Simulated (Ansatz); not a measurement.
Input file:

```yaml
crystal:
  periodic: [false, false, false]
  atoms:
    - {symbol: B, position_ang: [0.000000, 0.000000, 0.000000]}
    - {symbol: H, position_ang: [0.000000, 0.000000, 3.204000]}
basis:
  gaussian: {orbitals: aug-cc-pVDZ}
total_charge: -1
magnetization: {spin_polarized: false, initial_magnetization: 3}
correlation: {method: ccsd_t, electrons: all}
output: {forces: true}
```

```sh
$ ansatz run in.yaml --threads 1 --pin off --events-out ev --progress --plain --max-ram 2393MiB
```

Question: Roughly how long does this take on 1 thread of AMD EPYC, shared host, and how much host memory?

Answer: 8 s wall and 0.16 GiB.

```
313 factors; integrals over basis functions are off by at most 7.4e-4 eV
mean field evaluation 1: about -676.0629 eV, gradient 1.2e1 eV
mean field evaluation 2: about -676.0884 eV, gradient 1.1e1 eV
mean field evaluation 4: about -680.5548 eV, gradient 4.3e0 eV
mean field evaluation 8: about -680.7546 eV, gradient 1.3e-1 eV
mean field evaluation 16: about -680.7159 eV, gradient 2.2e0 eV
mean field evaluation 32: about -680.2902 eV, gradient 3.3e0 eV
mean field evaluation 64: about -680.7547 eV, gradient 6.8e-2 eV
mean field evaluation 96: about -680.6160 eV, gradient 6.5e-2 eV
mean field evaluation 128: about -680.3206 eV, gradient 1.4e0 eV
mean field evaluation 160: about -680.6164 eV, gradient 5.8e-4 eV
...
mean field evaluation 864: about -680.7549 eV, gradient 2.8e-6 eV
reference -680.75485213 eV, -25.0172793834 hartree; 5, 2 occupied and 27, 30 virtual orbitals, 313 factors
second order -1.52852464 eV of doubles, -0.04384009 eV of singles
cycle   1  -2.17426803 eV  change    7.8e-7 eV  update   3.9e-6
cycle   2  -2.17426653 eV  change    1.5e-6 eV  update   3.1e-6
cycle   3  -2.17426582 eV  change    7.1e-7 eV  update   1.9e-6
cycle   4  -2.17426631 eV  change   -4.9e-7 eV  update   9.3e-7
cycle   5  -2.17426660 eV  change   -2.9e-7 eV  update   3.4e-7
cycle   6  -2.17426660 eV  change   -6.5e-9 eV  update   1.7e-7
cycle   7  -2.17426656 eV  change    4.7e-8 eV  update   1.1e-7
cycle   8  -2.17426657 eV  change   -1.6e-8 eV  update   8.1e-8
cycle   9  -2.17426656 eV  change    1.6e-8 eV  update   6.3e-8
perturbative correction -0.07701099 eV, -0.0028301017 hartree
the calculation of the forces begins
Total energy: -683.00612967 eV, -25.1000123073 hartree
Atom 0 at     0.000000     0.000000     0.000000 Å, force    -0.000000     0.000000     0.086221 eV/Å
Atom 1 at     0.000000     0.000000     3.204000 Å, force    -0.000000     0.000000    -0.086221 eV/Å
Dipole moment:     0.000000    -0.000000     0.448476 e Å
```

Forces (eV/Å):
```
B    0.000  0.000  0.086
H    0.000  0.000 -0.086
```
